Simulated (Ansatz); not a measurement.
# PS2 (doublet): trial inputs and their diagnosis at distance S1–P2 = 2.632 Å

6 inputs are run for PS2 (doublet) as typed; the log has to tell whether the result can be used and what must change.

Program: Ansatz 0.2.0, Gaussian basis. Level of theory: the settings change from run to run. These are calculated values, not measurements.

40 further runs of the same task are left out: 4 for a known fault of the program, 30 that didn't finish, 6 set aside as unsound or not needed.

## 1. The geometry

The geometry derives from a PBE0/def2-TZVP stationary point (not a proven minimum). One bond is set to the value named and the two fragments are kept rigid.

3 atoms, charge 0, spin multiplicity 2.

Atoms are counted from 1 here; the program's logs count them from 0.

Bond lengths: P2–S3 1.911 Å.

## 2. Attempt 1

in.yaml

```yaml
crystal:
  periodic: [false, false, false]
  atoms:
    - {symbol: S, position_ang: [0.000000, -0.441878, 2.187860]}
    - {symbol: P, position_ang: [0.000000, 0.615247, -0.222516]}
    - {symbol: S, position_ang: [0.000000, -0.152431, -1.972918]}
basis:
  gaussian: {orbitals: cc-pVDZ}
magnetization: {spin_polarized: false, initial_magnetization: 1}
correlation: {method: sc_nevpt2, electrons: outside_noble_gas, active_space: {window: {electrons: 1, orbitals: 4}, states: [{multiplicity: 2, weights: [1, 1, 0.5]}], root: 0}}
output: {forces: true}
```

On the command line:

```console
> ansatz run in.yaml --threads 1 --pin off --events-out ev --progress --plain --max-ram 2393MiB
```

Log:

```text
Functional definition: HF
  name "HF"
  cite "Fock, Z. Phys. 61, 126 (1930) doi:10.1007/BF01340294"
  parent pbe
  exchange = exact_x
  correlation = 0
1026 factors; integrals over basis functions are off by at most 1.4e-7 eV
mean field evaluation 1: about -30900.1434 eV, gradient 2.6e1 eV
mean field evaluation 2: about -30900.1494 eV, gradient 2.6e1 eV
mean field evaluation 4: about -30904.0694 eV, gradient 4.7e0 eV
mean field evaluation 8: about -30904.8430 eV, gradient 1.6e0 eV
mean field evaluation 16: about -30905.0699 eV, gradient 1.2e-6 eV
mean field evaluation 32: about -30903.2060 eV, gradient 2.0e-6 eV
mean field evaluation 64: about -30904.3161 eV, gradient 1.3e0 eV
mean field evaluation 96: about -30905.0101 eV, gradient 2.4e0 eV
mean field evaluation 128: about -30904.9129 eV, gradient 3.7e-5 eV
mean field evaluation 160: about -30905.0699 eV, gradient 2.2e-5 eV
mean field -30905.06991937 eV, -1135.7403713282 hartree, gradient 3.0e-6 eV, S^2 0.750000; 14 other end points of the search recorded, 0 dependent functions left out
reference -30905.06991937 eV, -1135.7403713282 hartree; 24, 23 occupied and 30, 31 virtual orbitals, 1026 factors
state -30903.98693028 eV, -1135.7005722130 hartree
state -30902.94489279 eV, -1135.6622780415 hartree
state -30901.04273834 eV, -1135.5923751550 hartree
state -30903.98693028 eV, -1135.7005722130 hartree; corrected -30913.97531698 eV, -1136.0676386541 hartree
state -30902.94489279 eV, -1135.6622780415 hartree; corrected -30912.52119359 eV, -1136.0142006051 hartree
state -30901.04273834 eV, -1135.5923751550 hartree; corrected -30911.78176148 eV, -1135.9870269763 hartree
WARN: 1 active orbitals are nearly empty or full. The corrections depend on them more than the energy does, and are more stable in an active space without them
the calculation of the forces begins
Error: an active orbital is full or empty, and SC-NEVPT2 has no forces then: leave it out of the active space
```

Wall time 12 s (1 thread of Arm Neoverse V1, shared host).

What is wrong: The run stopped with an error. It says: «an active orbital is full or empty, and SC-NEVPT2 has no forces then: leave it out of the active space». Cure: drop the forces, or choose an active space whose orbitals are all partly filled.

## 3. Attempt 2

in.yaml

```yaml
crystal:
  periodic: [false, false, false]
  atoms:
    - {symbol: S, position_ang: [0.000000, -0.441878, 2.187860]}
    - {symbol: P, position_ang: [0.000000, 0.615247, -0.222516]}
    - {symbol: S, position_ang: [0.000000, -0.152431, -1.972918]}
basis:
  gaussian: {orbitals: 6-31G}
magnetization: {spin_polarized: false, initial_magnetization: 1}
correlation: {method: fic_nevpt4_sd, electrons: outside_noble_gas, active_space: {window: {electrons: 1, orbitals: 2}, states: [{multiplicity: 2, weights: [0.5, 0.5, 1, 1]}]}}
accuracy: high
```

Same command.

Log:

```text
Functional definition: HF
  name "HF"
  cite "Fock, Z. Phys. 61, 126 (1930) doi:10.1007/BF01340294"
  parent pbe
  exchange = exact_x
  correlation = 0
793 factors; integrals over basis functions are off by at most 3.4e-9 eV
mean field evaluation 1: about -30895.7817 eV, gradient 2.5e1 eV
mean field evaluation 2: about -30895.7890 eV, gradient 2.5e1 eV
mean field evaluation 4: about -30899.8233 eV, gradient 6.3e0 eV
mean field evaluation 8: about -30900.3273 eV, gradient 1.6e0 eV
mean field evaluation 16: about -30900.8608 eV, gradient 1.2e-2 eV
mean field evaluation 32: about -30899.5525 eV, gradient 4.2e-4 eV
mean field evaluation 64: about -30900.7045 eV, gradient 1.5e-2 eV
mean field evaluation 96: about -30900.8560 eV, gradient 5.2e-1 eV
mean field evaluation 128: about -30900.7052 eV, gradient 6.3e-2 eV
mean field evaluation 160: about -30900.1028 eV, gradient 8.3e-4 eV
mean field -30900.86065324 eV, -1135.5856836510 hartree, gradient 2.1e-8 eV, S^2 0.750000; 18 other end points of the search recorded, 0 dependent functions left out
reference -30900.86065324 eV, -1135.5856836510 hartree; 24, 23 occupied and 15, 16 virtual orbitals, 793 factors
Error: 4 states are sought, and the space of determinants holds 2 states of this symmetry and spin
```

Wall time 4.2 s (1 thread of Arm Neoverse V1, shared host).

What is wrong: The run stopped with an error. It says: «4 states are sought, and the space of determinants holds 2 states of this symmetry and spin». Cure: ask for fewer states or enlarge the space.

## 4. Attempt 3

in.yaml

```yaml
crystal:
  periodic: [false, false, false]
  atoms:
    - {symbol: S, position_ang: [0.000000, -0.441878, 2.187860]}
    - {symbol: P, position_ang: [0.000000, 0.615247, -0.222516]}
    - {symbol: S, position_ang: [0.000000, -0.152431, -1.972918]}
basis:
  gaussian: {orbitals: STO-3G}
magnetization: {spin_polarized: false, initial_magnetization: 1}
hamiltonian: {xc: pbe}
correlation: {method: fic_mrcisd_q, electrons: outside_noble_gas, active_space: {window: {electrons: 3, orbitals: 3}}}
```

Launched as before.

Log:

```text
Error: invalid value for `correlation.active_space`: it starts from restricted Hartree–Fock orbitals; set hamiltonian.xc: hf without magnetization.spin_polarized
```

Wall time 0.03 s (1 thread of Arm Neoverse V1, shared host).

What is wrong: The run was refused. An active space is asked on a functional's orbitals. To mend it, start from Hartree-Fock.

## 5. Attempt 4

in.yaml

```yaml
crystal:
  periodic: [false, false, false]
  atoms:
    - {symbol: S, position_ang: [0.000000, -0.441878, 2.187860]}
    - {symbol: P, position_ang: [0.000000, 0.615247, -0.222516]}
    - {symbol: S, position_ang: [0.000000, -0.152431, -1.972918]}
basis:
  gaussian: {orbitals: 6-31G}
magnetization: {spin_polarized: false, initial_magnetization: 1}
correlation: {method: fic_mrcisd_q, electrons: valence, active_space: {window: {electrons: 3, orbitals: 3}, states: [{multiplicity: 2, weights: [1, 1]}], root: 5}}
accuracy: high
```

Same command.

Log:

```text
Error: the active space averages no state 5, counted from zero
```

It took 0.03 s on 1 thread of Arm Neoverse V1, shared host.

**Diagnosis.** The run was refused. The root asked for lies beyond the states averaged. To mend it, average more states or name a lower root.

## 6. Attempt 5

in.yaml

```yaml
crystal:
  periodic: [false, false, false]
  atoms:
    - {symbol: S, position_ang: [0.000000, -0.441878, 2.187860]}
    - {symbol: P, position_ang: [0.000000, 0.615247, -0.222516]}
    - {symbol: S, position_ang: [0.000000, -0.152431, -1.972918]}
basis:
  gaussian: {orbitals: cc-pVDZ}
magnetization: {spin_polarized: false, initial_magnetization: 1}
correlation: {method: ccsd_t, frozen_orbitals: {S: 20}}
scf: {lower_state_search: light}
output: {forces: true}
```

Launched as before.

Log:

```text
Functional definition: HF
  name "HF"
  cite "Fock, Z. Phys. 61, 126 (1930) doi:10.1007/BF01340294"
  parent pbe
  exchange = exact_x
  correlation = 0
Error: "frozen_orbitals" has no count for P
```

Wall time 0.03 s (1 thread of Arm Neoverse V1, shared host).

What is wrong: The run was refused. The frozen-orbital counts are incomplete or too large. To mend it, leave frozen_orbitals out, or give each element a count that its core has.

## 7. Attempt 6

in.yaml

```yaml
crystal:
  periodic: [false, false, false]
  atoms:
    - {symbol: S, position_ang: [0.000000, -0.441878, 2.187860]}
    - {symbol: P, position_ang: [0.000000, 0.615247, -0.222516]}
    - {symbol: S, position_ang: [0.000000, -0.152431, -1.972918]}
basis:
  gaussian: {orbitals: 6-31G}
magnetization: {spin_polarized: false, initial_magnetization: 1}
correlation: {method: sc_nevpt2, electrons: valence, active_space: {window: {electrons: 3, orbitals: 3}, places: [1, 2]}}
```

The command is unchanged.

Log:

```text
Error: invalid value for `correlation.active_space`: name one of window, places and ras
```

Wall time 0.03 s (1 thread of Arm Neoverse V1, shared host).

**Diagnosis.** The run was refused. The active space is defined twice. To mend it, keep one definition.

## 8. How the runs ended

| attempt | level | ended | cause | time |
| --- | --- | --- | --- | --- |
| 1 | NEVPT2(1,4)/cc-pVDZ | stopped by an error | an active orbital is full or empty, and SC-NEVPT2 has no forces then: leave it out of the active space | 12 s |
| 2 | NEVPT4(SD)(1,2)/6-31G | stopped by an error | 4 states are sought, and the space of determinants holds 2 states of this symmetry and spin | 4.2 s |
| 3 | MRCISD+Q(3,3)/STO-3G | refused | an active space is asked on a functional's orbitals | 0.03 s |
| 4 | MRCISD+Q(3,3)/6-31G | refused | the root asked for lies beyond the states averaged | 0.03 s |
| 5 | CCSD(T) on ROHF/cc-pVDZ | refused | the frozen-orbital counts are incomplete or too large | 0.03 s |
| 6 | NEVPT2(3,3)/6-31G | refused | the active space is defined twice | 0.03 s |

2 stopped by an error, 4 refused.
